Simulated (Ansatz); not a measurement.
# Ozone (O₃): basis-set convergence

One table from this session's results is given with a row withheld; the runs are named, their logs left out.

Method: one geometry, several basis sets; program: Ansatz 0.2.0, Gaussian basis.

Plan: PBE0-D4/def2-SVP; ωB97M-V/def2-SVP; PBE0-D4/def2-QZVPP; ωB97M-V/def2-QZVPP; CCSD(T)/cc-pV(D+d)Z; CCSD(T)/cc-pV(T+d)Z; CCSD(T)/cc-pV(Q+d)Z; the functionals' def2-TZVPP values are taken from earlier runs.

## The geometry

An earlier PBE0-D4 in a triple-zeta def2 set relaxation fixed the geometry.

SMILES `O=[O+][O-]`, 3 atoms, charge 0, spin multiplicity 1.

Atoms are counted from 1 here; the program's logs count them from 0.

Bond lengths: O1–O2 1.238 Å, O2–O3 1.238 Å. Angles: O1–O2–O3 118.4°.

Coordinates:

```
O     0.8487   -0.5359    0.4095
O    -0.2289   -0.3176   -0.1594
O    -0.6198    0.8535   -0.2501
```

Set-up of the first run:

in.yaml

```yaml
crystal:
  periodic: [false, false, false]
  atoms:
    - {symbol: O, position_ang: [0.848748, -0.535915, 0.409549]}
    - {symbol: O, position_ang: [-0.228908, -0.317631, -0.159447]}
    - {symbol: O, position_ang: [-0.619840, 0.853546, -0.250102]}
basis:
  gaussian: {orbitals: def2-SVP}
hamiltonian: {xc: pbe0, dispersion: d4}
output: {orbitals: {seedname: orbitals}}
```

Steps of the session up to this table: PBE0-D4 in def2-SVP; ωB97M-V in def2-SVP; PBE0-D4 in def2-QZVPP; ωB97M-V in def2-QZVPP.

One table of the session follows, with a row left open; its other results are not shown here.

It belongs to the step «Functionals by basis». 

```
functional       basis  HOMO (eV)  LUMO (eV)
   PBE0-D4    def2-SVP          ?          ?
   PBE0-D4  def2-TZVPP      -9.66      -4.81
   PBE0-D4  def2-QZVPP      -9.69      -4.84
   ωB97M-V    def2-SVP     -11.96      -2.15
   ωB97M-V  def2-TZVPP     -12.19      -2.34
   ωB97M-V  def2-QZVPP     -12.23      -2.38
```

Q: Estimate the row for PBE0-D4, def2-SVP from the others.

As computed: HOMO (eV): -9.47; LUMO (eV): -4.70. In the column «HOMO (eV)» it is the highest.
